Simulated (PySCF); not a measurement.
A geometry optimisation on `[BH]` [singlet].

Computed with PBE0-D3(BJ)/def2-SVP geometry optimisation, gas phase (PySCF 2.14.0). Start geometry: GFN2-xTB. A driver script takes a list of jobs; this job's settings line and coordinates (Å) are shown.

Input:
```
{"job": {"xc": "PBE0", "basis": "def2-SVP", "d3": "d3bj", "grid": 1, "kind": "geom"}, "charge": 0, "multiplicity": 1}
B      0.583872    -0.002998    -0.002714
H     -0.581115     0.004266    -0.011434
```

Q: What does the run print?

A: 
```
step   0  E = -25.21488847  max force = 0.040348
step   1  E = -25.21797451  max force = 0.001720
step   2  E = -25.21798147  max force = 0.000478
step   3  E = -25.21798209  max force = 0.000005
optimisation converged
```

Energies in Eh; «max force» is the largest Cartesian gradient component in Eh/bohr.

Q: Give the first gradient maximum in eV/Å.

A: With 1 Eh/bohr = 51.422 eV/Å, 2.075 eV/Å.

Q: How much energy does the optimisation release, in kcal/mol?

A: E(step 0) − E(last step) = 0.003094 Eh, which is 1.9 kcal/mol.

Summary of the converged run: final energy -25.21798 Eh after 3 steps; dipole 1.60 D.

On one thread, Arm Neoverse V1 (aarch64), on a shared host, this took 0.68 s wall and 0.22 GiB of memory at its peak.
Labels such as C1 count atoms from 1, the log's own numbers from 0.
